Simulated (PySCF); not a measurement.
Estimate the missing entries of this data sheet.

Compound: neopentylamine, C5H13N.
SMILES: `CC(C)(C)CN`

Conformer (atom-mapped SMILES and torsion angles): `[CH3:1][C:2]([CH3:3])([CH3:4])[CH2:5][NH2:6]`: C1–C2–C5–N6 63°, H–N6–C5–C2 -69°, H–N6–C5–C2 173°.

```tsv
property	level	value
rotational constants A, B, C of the GFN2-xTB geometry	GFN2-xTB	4.403, 2.591, 2.572 GHz
dipole moment	PBE0/def2-SVPD	?
HOMO energy	PBE0/def2-SVPD	-6.84 eV
LUMO energy	PBE0/def2-SVPD	?
lowest singlet excitation	TDDFT PBE0/def2-SVPD	6.17 eV (201 nm, f = 0.007)
lowest triplet excitation (Tamm–Dancoff)	TDA PBE0/def2-SVPD	5.91 eV
static isotropic polarisability	PBE0/def2-SVPD	?
electronic spatial extent ⟨r²⟩ about the centre of nuclear charge	PBE0/def2-SVPD	?
```

The electronic properties come from PySCF, for the isolated species, density fitting.

(1) What is the LUMO energy?

(2) The dipole moment?

(3) Give the electronic spatial extent ⟨r²⟩ about the centre of nuclear charge.

(4) Give the static isotropic polarisability.

Answers

(1) 0.62 eV.

(2) 1.21 D.

(3) 666 bohr².

(4) 71.4 au.

The rotational constants are those of a nearly prolate symmetric top. The polarisability is 10.59 Å³ as a volume (1 au = 0.148185 Å³), or 1.43 au for each of the 50 electrons. With B = h/(8π²I), that is 505.379 GHz u Å² over I, the principal moments of inertia are 114.8, 195.0 and 196.5 u Å² (most abundant isotopes).

One conformer stands for the species.
